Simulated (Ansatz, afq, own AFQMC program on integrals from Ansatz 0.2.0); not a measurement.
**C2H6N, doublet: AFQMC among the cluster methods**

```
atom    x (Å)    y (Å)    z (Å)
   C  -0.2148   0.8168  -0.7777
   N   0.4689  -0.3971  -0.6543
   C   0.3124  -0.8994   0.6415
   H  -1.3392   0.7632  -0.5752
   H  -0.1159   1.2510  -1.7940
   H   0.1233   1.6394  -0.0585
   H  -0.7691  -1.0933   0.9596
   H   0.8414  -1.8645   0.7826
   H   0.6929  -0.2162   1.4761
```

Basis def2-TZVPD. Only valence electrons are correlated. Integrals, coupled cluster, full CI and functionals: Ansatz 0.2.0; the random walks run on the same integrals in our own AFQMC program. The CISD trial takes its coefficients from CCSD amplitudes. Released means that phaseless walkers are propagated on without the constraint, phases kept. ± is one standard error of the sampling.

Determinant: UHF, the one that the program's search chose, which needn't be the lowest solution. The geometry is a PBE0/def2-SVP stationary point of this or a neighbouring charge and spin state.

No full CI on the walks' own integrals is used here. The released AFQMC energy serves as the reference, which it does only where one determinant dominates, the energy is flat over the last release times and near the phaseless one (40 meV or 2 meV an electron, half that with transition metals). On small molecules, where full CI could be run and the noise was under 10 meV, such values lay within 10 meV of it in 19 cases of 20, a flattering rate, since the rule was set on those same cases; what remains of the bias isn't in the error bar.

Cautions: the released value is read at 1.50 1/Eh with a noise of 23 meV, more than in the cases checked (meV from the phaseless value at times in 1/Eh: -16 ± 14 at 0.24, -23 ± 14 at 0.51, -21 ± 21 at 0.99, -40 ± 23 at 1.50).

* T1 diagnostic: 0.0154
* weight of the determinant in the CISD state: 0.829
* ⟨S²⟩ of the determinant: 0.766
* size of the correlated space: 19 electrons in 162 orbitals

```csv
level,correlation energy (eV)
MP2,-14.0859
CCSD,-15.2655
CCSD(T),-15.8350
```

(1) Estimate where AFQMC with the constraint released lies against CCSD(T) on the same integrals.

(1) 2.10 ± 0.83 mEh below CCSD(T).

Reference: AFQMC with the constraint released, correlation energy -15.892 ± 0.023 eV.

```
        level  E − E(reference) (mEh)  share of correlation (%)
      CCSD(T)             2.10 ± 0.83                     99.64
ph-AFQMC/CISD             1.46 ± 0.98                     99.75
```

Released energies are given only where the last usable release times agree within the noise; a slower fall can still hide under it.
